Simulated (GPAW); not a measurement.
# C2HNO (SMILES N=C=C=O) at 4 levels

Wanted: a comparison of 4 runs (BP86/real-space grid, PBE/real-space grid, revPBE/real-space grid, PBE/dzp) of C2HNO. 

Program for the calculation: GPAW 26.7.0.

2 further runs of the same task are left out: 2 set aside as unsound or not needed. Runs told in other sessions of the task aren't counted.

**1. The structure to begin with**

C2HNO has 5 atoms, charge 0, and is taken as a singlet. SMILES: `N=C=C=O`. Geometry: relaxed at GFN2-xTB.

Bond lengths: N1–C2 1.230 Å, C2–C3 1.308 Å, C3–O4 1.174 Å, N1–H5 1.022 Å. Angles: N1–C2–C3 157.0°, C2–C3–O4 155.0°, C2–N1–H5 120.7°.

**2. The charge distribution at BP86/real-space grid (scalar-relativistic datasets) (run 1)**

c2hno_sp.py reads:

```python
import numpy as np
from ase import Atoms
from ase.units import Bohr, Debye
from gpaw import GPAW, setup_paths
from gpaw.atom.configurations import parameters
from gpaw.atom.generator import Generator
from gpaw.utilities.adjust_cell import adjust_cell

positions_bohr = np.array(
              [[  0.076458,   2.488240,   0.894804],
               [  0.114215,   0.172192,   0.709309],
               [ -0.011905,  -2.020987,  -0.421919],
               [  0.042368,  -4.236520,  -0.524002],
               [ -0.221136,   3.597056,  -0.658192]])
mol = Atoms("NCCOH", positions=positions_bohr * Bohr)
adjust_cell(mol, 4.0, h=0.18)

for symbol in ["C", "H", "N", "O"]:
    Generator(symbol, xcname="GGA_X_B88+GGA_C_P86", scalarrel=True, nofiles=True, txt=None).run(**parameters[symbol])
setup_paths.insert(0, ".")

dft = GPAW(mode="fd",
           h=0.18,
           xc="GGA_X_B88+GGA_C_P86",
           eigensolver="davidson",
           maxiter=120,
           poissonsolver={"name": "MomentCorrectionPoissonSolver", "poissonsolver": "fast", "moment_corrections": 9},
           txt="-")
mol.calc = dft

energy = mol.get_potential_energy()
print(f"Energy: {energy:.5f} eV")
dipole = mol.get_dipole_moment() / Debye
print(f"Dipole = {np.linalg.norm(dipole):.3f} D")
homo, lumo = dft.get_homo_lumo()
print(f"HOMO                    {homo:.3f} eV")
print(f"LUMO = {lumo:.3f} eV")
print(f"Gap = {lumo - homo:.3f} eV")

nsc = {}
for xc in ["revTPSS", "PBE", "MGGA_X_R2SCAN+MGGA_C_R2SCAN", "HCTH407", "M06-L", "revPBE", "GGA_X_PBEINT+GGA_C_PBEINT", "GGA_X_OPTX+GGA_C_LYP", "GGA_X_B88+GGA_C_PW91", "GGA_X_N12+GGA_C_N12"]:
    nsc[xc] = energy + dft.get_xc_difference(xc)
    print(f'{xc:32} {nsc[xc]:12.4f} eV')
```

On the command line:

```sh
$ OMP_NUM_THREADS=1 python c2hno_sp.py
```

The program printed:

```text
[...]
Number of symmetries: 1
[...]
  Number of IBZ points: 1
[...]
Spin-components: 1 (collinear spins)
Bands:           16
[...]
  Valence electrons: 20.0
[...]
  Grid points: [48 68 52]
  Charge: 0.0  # |e|
[...]
    cutoffs:
[...]
occupation numbers:
  # Zero width
[...]
xc functional:
  name: GGA_X_B88+GGA_C_P86 with 2 nearest neighbor stencil
[...]
|iter     |     time |      energy | eigst |  dens |
[...]
|iter:   1| 00:00:03 |  -35.899500 | +1.31 |       |
[...]
|iter:  29| 00:00:29 |  -33.410297c| -7.60c| -6.09c|
Converged in 29 steps
[...]
Energy contributions relative to reference atoms: (reference = -5597.099122)
Energy contributions:
  Kinetic:          42.809873
  Coulomb:         -45.711615
  Zero:              1.032347
  External:          0.000000
  Xc:              -31.540903
  Entropy:           0.000000
  Spinorbit:         0.000000
  ----------------------------
  Free energy:     -33.410297
  Extrapolated:    -33.410297
dipole moment: (-0.055530, 0.294070, -0.271495)  # |e|*Ang
Fermi level: -4.935
Eigenvalues  # (at kpt = [0.000, 0.000, 0.000])
| band index |      eig [eV] | occ [0-2] |
|------------|---------------|-----------|
|          0 |       -28.112 |     2.000 |
|        ... |               |           |
|          2 |       -18.811 |     2.000 |
|          3 |       -14.638 |     2.000 |
|          4 |       -12.670 |     2.000 |
|          5 |       -11.680 |     2.000 |
|          6 |       -11.257 |     2.000 |
|          7 |        -9.486 |     2.000 |
|          8 |        -9.094 |     2.000 |
|          9 |        -5.301 |     2.000 |
|         10 |        -4.569 |     0.000 |
|         11 |        -1.417 |     0.000 |
[...]
Gap: 0.732 eV
Transition (v -> c):
[...]
M06-L                                -32.3267 eV
revPBE                               -31.8915 eV
GGA_X_PBEINT+GGA_C_PBEINT             -8.4230 eV
GGA_X_OPTX+GGA_C_LYP                 -31.7518 eV
GGA_X_B88+GGA_C_PW91                 -32.9014 eV
GGA_X_N12+GGA_C_N12                  -32.3185 eV
```

Run time: 38 s. Hardware: 1 thread of Arm Neoverse V2, shared host; peak memory 0.57 GiB.

**3. Energy and one-electron properties at PBE/real-space grid (scalar-relativistic datasets) (run 2)**

gs.xyz reads:

```xyz
5

N      0.040460     1.316720     0.473510
C      0.060440     0.091120     0.375350
C     -0.006300    -1.069460    -0.223270
O      0.022420    -2.241870    -0.277290
H     -0.117020     1.903480    -0.348300
```

calc.py reads:

```python
import numpy as np
from ase.io import read
from ase.units import Debye
from gpaw import GPAW

# Set up the molecule
system = read('gs.xyz')
system.center(vacuum=4.5)

# Calculator
gpaw_calc = GPAW(mode='fd', maxiter=150, h=0.18, xc='PBE', txt='-')
system.calc = gpaw_calc

energy = system.get_potential_energy()
print(f'Energy = {energy:.5f} eV')
forces = system.get_forces()
print('Forces (eV/Ang)')
for symbol, f in zip(system.symbols, forces):
    print(f'{symbol:2} {f[0]:9.4f} {f[1]:9.4f} {f[2]:9.4f}')
dipole = system.get_dipole_moment() / Debye
print(f'Dipole                  {np.linalg.norm(dipole):.3f} D')
homo, lumo = gpaw_calc.get_homo_lumo()
print(f'HOMO                    {homo:.3f} eV')
print(f'LUMO                    {lumo:.3f} eV')
print(f'Gap: {lumo - homo:.3f} eV')
```

On the command line:

```sh
$ python calc.py > calc.log
```

The program printed:

```text
[...]
Number of symmetries: 1
[...]
  Number of IBZ points: 1
[...]
Spin-components: 1 (collinear spins)
Bands:           16
[...]
  Valence electrons: 20.0
[...]
  Grid points: [52 72 56]
  Charge: 0.0  # |e|
[...]
    cutoffs:
[...]
occupation numbers:
  # Zero width
[...]
xc functional:
  name: PBE with 2 nearest neighbor stencil
[...]
|iter     |     time |      energy | eigst |  dens |
[...]
|iter:   1| 00:00:02 |  -36.452263 | +1.30 |       |
[...]
|iter:  14| 00:00:15 |  -33.832594c| -7.58c| -5.42c|
Converged in 14 steps
[...]
Energy contributions relative to reference atoms: (reference = -5590.320199)
Energy contributions:
  Kinetic:          42.118186
  Coulomb:         -45.001508
  Zero:              1.027655
  External:          0.000000
  Xc:              -31.976927
  Entropy:           0.000000
  Spinorbit:         0.000000
  ----------------------------
  Free energy:     -33.832594
  Extrapolated:    -33.832594
dipole moment: (-0.056800, 0.301669, -0.276361)  # |e|*Ang
Fermi level: -4.841
Eigenvalues  # (at kpt = [0.000, 0.000, 0.000])
| band index |      eig [eV] | occ [0-2] |
|------------|---------------|-----------|
|          0 |       -28.020 |     2.000 |
|        ... |               |           |
|          2 |       -18.700 |     2.000 |
|          3 |       -14.525 |     2.000 |
|          4 |       -12.581 |     2.000 |
|          5 |       -11.603 |     2.000 |
|          6 |       -11.165 |     2.000 |
|          7 |        -9.401 |     2.000 |
|          8 |        -8.989 |     2.000 |
|          9 |        -5.195 |     2.000 |
|         10 |        -4.487 |     0.000 |
|         11 |        -1.425 |     0.000 |
[...]
Gap: 0.708 eV
Transition (v -> c):
[...]
Forces (eV/Ang)
N     0.0900    1.3552    0.8119
C     0.0693    0.2556    0.4956
C    -0.0764   -0.3046   -0.5567
O     0.0226   -1.3636   -0.1951
H    -0.0935   -0.0095   -0.5319
Dipole                  1.984 D
HOMO                    -5.195 eV
LUMO                    -4.487 eV
Gap: 0.708 eV
```

It took 15 s on 1 thread of Arm Neoverse V2, shared host; peak memory 0.56 GiB.

Run 3 isn't shown in full; the table further down has it.

**4. Energy and one-electron properties at PBE/dzp (scalar-relativistic datasets) (run 4)**

molecule.xyz reads:

```xyz
5

N      0.040460     1.316720     0.473510
C      0.060440     0.091120     0.375350
C     -0.006300    -1.069460    -0.223270
O      0.022420    -2.241870    -0.277290
H     -0.117020     1.903480    -0.348300
```

molecule.py reads:

```python
import numpy as np
from ase.io import read
from ase.units import Debye
from gpaw import GPAW

# Atomic positions
molecule = read('molecule.xyz')
molecule.center(vacuum=4.5)

# Calculator
calc = GPAW(mode='lcao', basis='dzp', h=0.18, xc='PBE', maxiter=150, txt='-')
molecule.calc = calc

energy = molecule.get_potential_energy()
print(f'Energy                  {energy:.5f} eV')
forces = molecule.get_forces()
print('Forces (eV/Ang)')
for symbol, f in zip(molecule.symbols, forces):
    print(f'{symbol:2} {f[0]:9.4f} {f[1]:9.4f} {f[2]:9.4f}')
dipole = molecule.get_dipole_moment() / Debye
print(f'Dipole                  {np.linalg.norm(dipole):.3f} D')
homo, lumo = calc.get_homo_lumo()
print(f'HOMO                    {homo:.3f} eV')
print(f'LUMO: {lumo:.3f} eV')
print(f'Gap: {lumo - homo:.3f} eV')
```

On the command line:

```sh
$ python molecule.py
```

The program printed:

```text
[...]
Number of symmetries: 1
[...]
  Number of IBZ points: 1
[...]
basis functions: 57
Spin-components: 1 (collinear spins)
Bands:           16
[...]
  Valence electrons: 20.0
[...]
  Grid points: [52 72 56]
  Charge: 0.0  # |e|
[...]
    cutoffs:
[...]
occupation numbers:
  # Zero width
[...]
xc functional:
  name: PBE with 2 nearest neighbor stencil
[...]
|iter     |     time |      energy | eigst |  dens |
[...]
|iter:   1| 00:00:03 |  -32.455952 |      c|       |
[...]
|iter:  10| 00:00:07 |  -31.403840c|      c| -4.26c|
Converged in 10 steps
[...]
Energy contributions relative to reference atoms: (reference = -5590.320199)
Energy contributions:
  Kinetic:          32.090185
  Coulomb:         -32.236617
  Zero:              0.554792
  External:          0.000000
  Xc:              -31.812200
  Entropy:           0.000000
  Spinorbit:         0.000000
  ----------------------------
  Free energy:     -31.403840
  Extrapolated:    -31.403840
dipole moment: (-0.054881, 0.268075, -0.271438)  # |e|*Ang
Fermi level: -4.491
Eigenvalues  # (at kpt = [0.000, 0.000, 0.000])
| band index |      eig [eV] | occ [0-2] |
|------------|---------------|-----------|
|          0 |       -27.887 |     2.000 |
|        ... |               |           |
|          2 |       -18.447 |     2.000 |
|          3 |       -14.296 |     2.000 |
|          4 |       -12.261 |     2.000 |
|          5 |       -11.309 |     2.000 |
|          6 |       -10.837 |     2.000 |
|          7 |        -9.079 |     2.000 |
|          8 |        -8.622 |     2.000 |
|          9 |        -4.836 |     2.000 |
|         10 |        -4.147 |     0.000 |
|         11 |        -0.377 |     0.000 |
[...]
Gap: 0.689 eV
Transition (v -> c):
[...]
Forces (eV/Ang)
N     0.1424    2.4697    1.4681
C     0.1298   -0.2351    0.7437
C    -0.1603    0.4473   -0.9010
O     0.0607   -3.0221   -0.3150
H    -0.1974    0.3172   -1.0785
Dipole                  1.851 D
HOMO                    -4.836 eV
LUMO: -4.147 eV
Gap: 0.689 eV
```

It took 7.8 s on 1 thread of Arm Neoverse V2, shared host; peak memory 0.52 GiB.

**5. The series**

```csv
run,level,vacuum round the molecule,box rule,energy (Eh),dipole moment (D),HOMO energy (eV),LUMO energy (eV),wall time
1,BP86/real-space grid (scalar-relativistic datasets),4,adjust,-206.917405,1.94,-5.30,-4.57,38 s
2,PBE/real-space grid (scalar-relativistic datasets),4.5,center,-206.683803,1.98,-5.20,-4.49,15 s
3,"revPBE/real-space grid (scalar-relativistic datasets, Held-Walter continuum water)",4,center,-206.869292,2.71,-4.97,-4.14,45 s
4,PBE/dzp (scalar-relativistic datasets),4.5,center,-206.594548,1.85,-4.84,-4.15,7.8 s
```

**6. Outcome**

| quantity | value |
| --- | --- |
| run 4: energy as printed (from the program's reference atoms) | -31.4038 eV |
| run 4: dipole moment | 1.85 D |
| run 4: HOMO energy | -4.84 eV |
| run 4: LUMO energy | -4.15 eV |
| run 4: HOMO–LUMO gap | 0.69 eV |
| run 4: largest force on an atom | 3.039 eV/Å |

What this shows: The dipole moment (its size) runs from 1.85 D (PBE/dzp) to 2.71 D (revPBE/real-space grid). The two ends differ in method and basis and solvent. The HOMO–LUMO gap runs from 0.69 eV (PBE/dzp) to 0.82 eV (revPBE/real-space grid). Totals of different functionals can't be ranked against each other. All runs together took 1.8 min, the longest 45 s.
